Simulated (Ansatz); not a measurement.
C3H2 was relaxed with r2SCAN-D4 (def2-TZVP) in Ansatz in these states: charge +1 doublet, neutral quintet, neutral singlet, neutral triplet. The geometries follow in no particular order.

A:

```xyz
5

C     0.600    0.182   -0.220
C    -0.602   -0.195    0.201
C     0.123    0.749    1.023
H    -1.463   -0.808   -0.011
H     1.342    0.073   -0.994
```

B:

```xyz
5

C     0.010    0.478   -0.586
C     0.074   -0.177    0.731
C    -0.278   -1.001   -0.484
H    -0.771   -0.010    1.415
H     0.966    0.710   -1.076
```

C:

```xyz
5

C    -0.155    0.070   -0.674
C     0.168   -0.065    0.671
C     1.067    0.408   -0.215
H    -0.168   -0.362    1.658
H    -0.912   -0.051   -1.440
```

D:

Cartesian coordinates in Å:
```
C -0.5506 -0.2472 0.2712
C 0.5665 0.1810 -0.2901
C -0.2734 1.1403 0.3259
H 1.4792 -0.0193 -0.8320
H -1.2217 -1.0547 0.5251
```

Judge from the bond lengths which geometry belongs to which state (an estimate).

A is the neutral triplet (C1–C3 1.446 Å, C2–C3 1.446 Å, C1–C2 1.328 Å); B is the neutral quintet (C1–C3 1.509 Å, C2–C3 1.509 Å, C1–C2 1.472 Å); C is the charge +1 doublet (C1–C3 1.348 Å, C2–C3 1.348 Å, C1–C2 1.390 Å); D is the neutral singlet (C1–C3 1.416 Å, C2–C3 1.416 Å, C1–C2 1.321 Å).

At PBE0-D4/def2-TZVP a singlet lies 2.90 eV below the neutral triplet. At PBE0-D4/def2-TZVP a singlet lies 5.80 eV below the neutral quintet. These are the stationary points nearest to one start from a short search; other shapes may lie lower in each state.
